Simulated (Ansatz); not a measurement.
**Two structures, one formula**

Two relaxed structures of CH$_{3}$AlF (charge -1), closed shell (PBE0-D4/def2-TZVPD; forces vanish, vibrations not checked).

A:

```xyz
6
angstrom
F -0.7500 -1.8309 -0.7536
C -0.1439 -0.9395 0.1508
Al 0.1501 0.8675 -0.1006
H 0.1278 -1.5112 1.0434
H -0.2548 1.7094 -1.4250
H 0.8707 1.7047 1.0849
```

B:

```csv
atom,x (Å),y (Å),z (Å)
F1,-0.9792,-1.5297,-0.5905
C2,-0.1503,-0.8382,0.3493
Al3,0.5594,1.0626,-0.0178
H4,0.7043,-1.5110,0.5402
H5,-0.1489,1.2815,-1.5275
H6,-0.7199,-0.8296,1.2954
```

Ansatz 0.2.0; basis: def2-TZVPPD; cores frozen in the correlated methods. B3LYP uses VWN-RPA correlation.

Task: Which structure is lower at CCSD(T), and by how much? (An estimate is asked for; the value comes from the calculation.)

Result: The calculation gives: B, by 0.199 eV (electronic energy, against the other). By their contacts, A is CH₃AlF ([F][CH][AlH2]), total charge -1 and B is CH₃AlF ([F][CH2][AlH]), total charge -1.

All methods give the same order:

| method | E(B) − E(A) (eV) |
| --- | --- |
| PBE-D4 | -0.168 |
| r2SCAN-D4 | -0.091 |
| PBE0-D4 | -0.253 |
| B3LYP-D4 | -0.180 |
| wB97M-V | -0.224 |
| HF | -0.437 |
| MP2 | -0.120 |
| CCSD | -0.269 |
| CCSD(T) | -0.199 |

The T1 diagnostic stays at or below 0.018. The restricted Hartree–Fock reference is unstable towards an unrestricted one at one or more of these structures.

Labels in which every atom is bracketed show which atoms are joined, not bond orders.

For scale, one of the runs: CCSD(T)/def2-TZVPPD, 176 basis functions, launched by `ansatz run in.yaml --threads 2 --pin off --events-out ev --progress --plain --max-ram 4352MiB`. Time: 27 s of wall clock on 2 CPU threads of an Arm Neoverse V2; the host was shared. Peak host memory: 1.6 GiB.
